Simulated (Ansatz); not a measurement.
CH2O3, SMILES O=C(O)O, a rigid scan of one bond angle

Computed with the Ansatz DFT code, driven from Python.

Script `bend_ch2o3.py`:
```python
"""Bending curve of CH2O3."""

import ansatz as az
from ase import Atoms

BASIS = "6-31G*"
XC = "r2scan0"
FORCE_TOL = 0.02

atoms = Atoms(["O", "C", "O", "O", "H", "H"], positions=[
    (-0.6076, -0.9039, 0.7545),
    (-0.0571, -0.0693, 0.0484),
    (1.2209, -0.1183, -0.221),
    (-0.5305, 0.9917, -0.5677),
    (1.5656, -0.9156, 0.2606),
    (-1.5491, 0.9512, -0.3209),
])

# relax first, so that the scan starts from a minimum
first = az.Crystal.molecule_from_ase(atoms).calculation()
first = first.basis(gaussian=BASIS)
first = first.functional(XC)
first = first.relax(force_tolerance=FORCE_TOL, max_steps=80)
atoms.positions = first.run().report["positions_ang"]

rows = []
for angle in [85, 95, 105, 115, 125, 140, 160]:
    bent = atoms.copy()
    bent.set_angle(1, 3, 5, angle, indices=[5])
    base = (
        az.Crystal.molecule_from_ase(bent).calculation()
        .basis(gaussian=BASIS)
        .functional(XC)
    )
    rows.append((angle, base.run().report["free_energy_ev"]))
floor = min(e for _, e in rows)
for angle, e in rows:
    print(f"angle C1-O3-H5 = {angle:3d} deg   {1000 * (e - floor):9.1f} meV")
```

```console
$ python bend_ch2o3.py
angle C1-O3-H5 =  85 deg       410.6 meV
angle C1-O3-H5 =  95 deg       103.1 meV
angle C1-O3-H5 = 105 deg         0.0 meV
angle C1-O3-H5 = 115 deg        60.0 meV
angle C1-O3-H5 = 125 deg       243.7 meV
angle C1-O3-H5 = 140 deg       658.1 meV
angle C1-O3-H5 = 160 deg      1217.7 meV
```

The scan is rigid, and the energies are electronic, in a modest basis. The zero is the lowest point of the grid, which needn't be the minimum. Finished in 39 s on 1 thread of Arm Neoverse V1, on a shared host, peak memory 0.2 GiB.
